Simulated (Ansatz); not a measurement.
Input file:

```yaml
crystal:
  periodic: [false, false, false]
  atoms:
    - {symbol: Al, position_ang: [0.000000, 0.000000, 0.000000]}
    - {symbol: H, position_ang: [1.392311, 0.013215, -0.000073]}
    - {symbol: H, position_ang: [-0.707600, 1.199167, -0.002450]}
    - {symbol: H, position_ang: [-0.684711, -1.212382, 0.002522]}
basis:
  gaussian: {orbitals: cc-pVDZ, fitting: {mean_field: def2-universal-jkfit}}
magnetization: {spin_polarized: true, initial_magnetization: 0}
correlation: {method: ccsd_t, electrons: outside_noble_gas}
scf: {lower_state_search: light}
output: {forces: true}
```

```sh
$ ansatz run in.yaml --threads 1 --pin off --events-out ev --progress --plain --max-ram 2393MiB
```

The program prints:

```
182 factors; integrals over basis functions are off by at most 3.2e-1 eV
mean field evaluation 1: about -6628.1749 eV, gradient 5.7e0 eV
mean field evaluation 2: about -6628.4914 eV, gradient 1.3e0 eV
mean field evaluation 4: about -6628.5118 eV, gradient 1.0e-4 eV
mean field evaluation 8: about -6628.5117 eV, gradient 1.0e-1 eV
mean field -6628.51180494 eV, -243.5933158647 hartree, gradient 1.8e-6 eV, S^2 0.000000; 0 other end points of the search recorded, 0 dependent functions left out
5 core orbitals not correlated: weight in the atoms' cores, before any rotation towards them, 1.000 or more for the frozen orbitals, at most 0.000 for the correlated occupied ones
reference -6628.51180494 eV, -243.5933158647 hartree; 3, 3 occupied and 25, 25 virtual orbitals, 182 factors
second order -2.11138004 eV of doubles, -0.00000000 eV of singles
cycle   1  -2.59886054 eV  change   -4.9e-1 eV  update   4.7e-2
cycle   2  -2.77248245 eV  change   -1.7e-1 eV  update   1.5e-2
cycle   3  -2.77332920 eV  change   -8.5e-4 eV  update   2.8e-3
cycle   4  -2.77342684 eV  change   -9.8e-5 eV  update   6.9e-4
cycle   5  -2.77325697 eV  change    1.7e-4 eV  update   1.8e-4
cycle   6  -2.77320415 eV  change    5.3e-5 eV  update   3.1e-5
cycle   7  -2.77322541 eV  change   -2.1e-5 eV  update   7.7e-6
cycle   8  -2.77322548 eV  change   -7.6e-8 eV  update   1.9e-6
perturbative correction -0.02522376 eV, -0.0009269559 hartree
the calculation of the forces begins
Total energy: -6631.31025418 eV, -243.6961569774 hartree
Atom 0 at     0.000000     0.000000     0.000000 Å, force    -0.000009    -0.000000     0.000000 eV/Å
Atom 1 at     1.392311     0.013215    -0.000073 Å, force     3.972232     0.037702    -0.000207 eV/Å
Atom 2 at    -0.707600     1.199167    -0.002450 Å, force    -2.018762     3.421187    -0.006989 eV/Å
Atom 3 at    -0.684711    -1.212382     0.002522 Å, force    -1.953460    -3.458889     0.007196 eV/Å
Dipole moment:    -0.000000    -0.000000     0.000000 e Å
```

Forces (eV/Å):
```
Al   0.000  0.000  0.000
H    3.972  0.038  0.000
H   -2.019  3.421 -0.007
H   -1.953 -3.459  0.007
```

Ran on 1 thread of Arm Neoverse V1, shared host: 0.6 s wall, 0.16 GiB peak host memory.
